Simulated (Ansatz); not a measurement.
# C2H3F (singlet): from Hartree-Fock to the top rungs, cc-pVDZ

How much of the correlation energy of C2H3F (singlet) does each wave-function method recover here?

Method: cc-pVDZ, core rule «outside noble gas», up to 3 orbitals frozen; program: Ansatz 0.2.0, Gaussian basis.

To be run: UHF; CCSD(T) on RHF; BCCD(T) on RHF; CISD; CCSDT(Q) on RHF; CASSCF and MRCISD+Q, 8 electrons in 8 orbitals; CASSCF and MRCISD+Q(relaxed), 8 electrons in 8 orbitals; CASSCF and NEVPT2, 8 electrons in 8 orbitals.

17 further runs of the same task are left out: 17 set aside as unsound or not needed.

### 1 The system

The geometry is an MP2(full)/6-31G* stationary point (not a proven minimum).

6 atoms, charge 0, spin multiplicity 1.

Atoms are counted from 1 here; the program's logs count them from 0.

Bond lengths: C1–C2 1.327 Å, C1–F3 1.354 Å, C1–H4 1.084 Å, C2–H5 1.082 Å, C2–H6 1.081 Å. Angles: C2–C1–F3 122.0°, C2–C1–H4 126.0°, F3–C1–H4 112.0°, C1–C2–H5 121.3°, C1–C2–H6 119.5°, H5–C2–H6 119.2°.

### 2 UHF

in.yaml

```yaml
crystal:
  periodic: [false, false, false]
  atoms:
    - {symbol: C, position_ang: [0.093343, 0.459824, 0.000000]}
    - {symbol: C, position_ang: [1.285266, -0.122977, 0.000000]}
    - {symbol: F, position_ang: [-1.055586, -0.256222, 0.000000]}
    - {symbol: H, position_ang: [-0.093102, 1.527888, 0.000000]}
    - {symbol: H, position_ang: [1.384691, -1.200723, 0.000000]}
    - {symbol: H, position_ang: [2.177267, 0.488389, 0.000000]}
basis:
  gaussian: {orbitals: cc-pVDZ}
magnetization: {spin_polarized: true, initial_magnetization: 0}
hamiltonian: {xc: hf}
output: {orbitals: {seedname: orbitals}}
```

The run is started by

```
$ ansatz run in.yaml --threads 1 --pin off --events-out ev --progress --plain --max-ram 2880MiB --backend cpu
```

Further steps of the session: CCSD(T) on RHF; BCCD(T) on RHF; CISD; CCSDT(Q) on RHF; CASSCF and MRCISD+Q, 8 electrons in 8 orbitals; CASSCF and MRCISD+Q(relaxed), 8 electrons in 8 orbitals; CASSCF and NEVPT2, 8 electrons in 8 orbitals.

Q: Predict the results of all the runs planned. Wanted: RCCSDT(Q) below the RHF energy; RMP2 from RCCSDT(Q); RCCSD from RCCSDT(Q); RCCSD(T) from RCCSDT(Q); T1 diagnostic.

The runs gave:

```
                         quantity        value
   RCCSDT(Q) below the RHF energy  -13.4637 eV
              RMP2 from RCCSDT(Q)  +1138.0 meV
             RCCSD from RCCSDT(Q)   +410.2 meV
          RCCSD(T) from RCCSDT(Q)    +50.0 meV
levels within 1 kcal/mol (43 meV)       RCCSDT
                    T1 diagnostic        0.012
```

What this shows: RCCSD(T) lands +50.0 meV from the yardstick (0.4 % of the correlation energy). These misses are within one basis, not against nature.
